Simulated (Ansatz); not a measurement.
# C2H2S: the cost of one run

Computed with the Python package of Ansatz 0.2.0. Level of theory: B3LYP+D3(BJ)/cc-pVDZ.

**1. The system**

Bond lengths: C1–C2 1.363 Å, C2–S3 1.826 Å, C1–H4 1.126 Å, C1–H5 1.031 Å. Angles: C1–C2–S3 179.0°, C2–C1–H4 118.5°, C2–C1–H5 118.6°, H4–C1–H5 122.8°.

The script holds or builds the structure itself.

**2. The script**

File dimer_c2h2s.py:

```python
import ansatz as az

SETTINGS = {
    "basis": "cc-pVDZ",
    "functional": "b3lyp",
    "dispersion": "d3bj",
}

FIRST = [
    ("C", (0.6209, -0.3063, 0.1283)),
    ("C", (-0.5935, 0.2674, -0.1043)),
    ("S", (-2.2321, 1.0081, -0.4219)),
    ("H", (1.4926, 0.0004, -0.5146)),
    ("H", (0.7121, -0.9697, 0.9126)),
]
SECOND = [
    ("C", (-5.1886, 2.1962, 3.6343)),
    ("C", (-5.1214, 1.3858, 2.5403)),
    ("S", (-5.0482, 0.3205, 1.059)),
    ("H", (-5.6643, 1.795, 4.5724)),
    ("H", (-4.7635, 3.1342, 3.5814)),
]

def energy(atoms, ghosts=()):
    molecule = az.Crystal.molecule()
    for symbol, xyz in atoms:
        molecule = molecule.atom(symbol, xyz)
    calc = (
        molecule.calculation()
        .basis(gaussian=SETTINGS["basis"])
        .functional(SETTINGS["functional"], dispersion=SETTINGS["dispersion"])
    )
    deck = calc.input()
    if ghosts:
        deck = deck.set(az.key.basis.gaussian.ghost_atoms, [{"symbol": s, "position_ang": list(xyz)} for s, xyz in ghosts])
    return az.Session.from_dict(deck).plan().execute().report["free_energy_ev"]

both = energy(FIRST + SECOND)
alone = energy(FIRST) + energy(SECOND)
ghosted = energy(FIRST, SECOND) + energy(SECOND, FIRST)
print(f"dimer {both:.6f} eV")
print(f"interaction, uncorrected   {96.485332 * (both - alone):8.3f} kJ/mol")
print(f"interaction, counterpoise  {96.485332 * (both - ghosted):8.3f} kJ/mol")
print(f"basis-set superposition    {96.485332 * (alone - ghosted):8.3f} kJ/mol")
```

**3. The calls as engine input**

The package turns the script's settings into the engine's input (first run):

```yaml
crystal:
  periodic: [false, false, false]
  atoms:
    - { symbol: C, position_ang: [0.6209, -0.3063, 0.1283] }
    - { symbol: C, position_ang: [-0.5935, 0.2674, -0.1043] }
    - { symbol: S, position_ang: [-2.2321, 1.0081, -0.4219] }
    - { symbol: H, position_ang: [1.4926, 0.0004, -0.5146] }
    - { symbol: H, position_ang: [0.7121, -0.9697, 0.9126] }
    - { symbol: C, position_ang: [-5.1886, 2.1962, 3.6343] }
    - { symbol: C, position_ang: [-5.1214, 1.3858, 2.5403] }
    - { symbol: S, position_ang: [-5.0482, 0.3205, 1.059] }
    - { symbol: H, position_ang: [-5.6643, 1.795, 4.5724] }
    - { symbol: H, position_ang: [-4.7635, 3.1342, 3.5814] }
basis:
  gaussian:
    orbitals: cc-pVDZ
hamiltonian:
  xc: b3lyp
  dispersion: d3bj
```

**4. The run**

The run is started by

```bash
> python dimer_c2h2s.py
```

Q: Estimate wall time and peak memory on 1 thread of Arm Neoverse V2, shared host.

About 11 s, with a peak of 0.28 GiB.
